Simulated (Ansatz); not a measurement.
# Scan of [SiH3···H···OH], doublet

Starting geometry:

```xyz
7

Si   -1.0916    0.0193    0.0000
H    -1.5864    1.4190    0.0000
H    -1.5864   -0.6806    1.2122
H    -1.5864   -0.6806   -1.2122
H     0.3930    0.0193    0.0000
O     2.0464    0.0193    0.0000
H     2.2983   -0.9207    0.0000
```

From there H5 is moved from one fragment to the other while all else, the fragments' distance too, stays fixed, so the hump isn't the reaction's barrier; atoms are numbered as listed. Energies are in kcal/mol, counted from the starting geometry at the same level.

Basis cc-pVDZ; Ansatz 0.2.0. Correlated methods freeze the noble-gas cores. R marks a restricted (for open shells ROHF) determinant, U an unrestricted one.

Full CI isn't at hand for all of this; UCCSDT(Q) serves as the reference, and is uncertain by about the last step of the cluster series.

```
distance Si1-H5 (Å)   UMP2
              1.485    0.0
              1.579    1.5
              1.769    3.4
              1.958  -13.1
              2.148  -29.0
```

Problem. Estimate the UCCSDT(Q) curve in cc-pVDZ from this one, knowing how UMP2 errs.

Solution. The computed UCCSDT(Q) values, in kcal/mol from the starting point, and the error of UMP2 against them:
```csv
distance Si1-H5 (Å),UCCSDT(Q),UMP2 less UCCSDT(Q)
1.485,0.0,0.0
1.579,0.9,0.6
1.769,1.8,1.6
1.958,-9.6,-3.5
2.148,-23.2,-5.7
```

The error spans 7.4 kcal/mol and is largest, -5.7 kcal/mol, at 2.148 Å.
